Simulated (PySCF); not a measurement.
Compound: CO2.
Z-matrix (Å and degrees, PBE0-D3(BJ)/def2-SVP geometry), rows numbered from 1:
```
O 
C   1  1.1592
O   2  1.1593  1  180.00
```

Linear response at wB97X-D/def2-SVPD (PySCF, frozen core in the response, non-relativistic). Geometry: PBE0-D3(BJ)/def2-SVP; no solvent, vibrations or thermal averaging.

Static isotropic polarisability: 16.96 au (2.51 Å³), principal values 12.7, 12.7, 25.6 au.

(1) What is the polarisability at 1064 nm and at the sodium D line?

(2) What is the isotropic C6 coefficient between two such molecules, C6 = (3/π)∫α(iω)² dω?

(3) Which effective excitation energy ω̄ makes London's formula C6 = (3/4)α²ω̄ exact here?

(4) How many electrons N does the Slater–Kirkwood formula C6 = (3/4)·√N·α^(3/2) need to give this C6?

(5) The lowest 6 singlets have (eV, f): 8.89, 0.000; 9.22, 0.000; 9.22, 0.000; 9.25, 0.000; 9.25, 0.000; 11.97, 0.424. What share of the static polarisability do they carry in the sum over states α = Σ f/ω²?

(6) How anisotropic is the static polarisability, by Δα² = ½[(α1 − α2)² + (α2 − α3)² + (α3 − α1)²]?

## Answers

(1) 17.05 au at 1064 nm (+0.5 %), 17.24 au at 589.3 nm (+1.6 %). The rise at 589.3 nm is 3.32 times that at 1064 nm; a pure ω² law gives 3.26. The lowest singlet lies at 140 nm, shorter than both wavelengths.

(2) 150.9 au (Eh·bohr⁶) by a ten-point quadrature over imaginary frequencies, which is 90.2 eV·Å⁶ or 8.7 J·nm⁶/mol.

(3) ω̄ = 4·C6/(3α²) = 0.699 Eh = 19.0 eV. A one-pole form α(ω) = α/(1 − ω²/ω̄²) fitted to the 1064 nm value gives 16.6 eV. London's choice of the ionisation energy (13.96 eV, ΔSCF at the same level) gives C6 = 111 au, 27 % too low.

(4) N = (4·C6/3)²/α³ = 8.3; the species has 22 electrons in all.

(5) 2.19 au, 12.9 % of α; the largest term, 2.19 au, is that of the state at 11.97 eV. Their oscillator strengths add up to 0.42. Higher states carry the rest.

(6) Δα = 12.9 au, or 0.76 of the isotropic value.

Note: wB97X-D ran without an empirical dispersion term, which enters the total energy and its gradient alone.
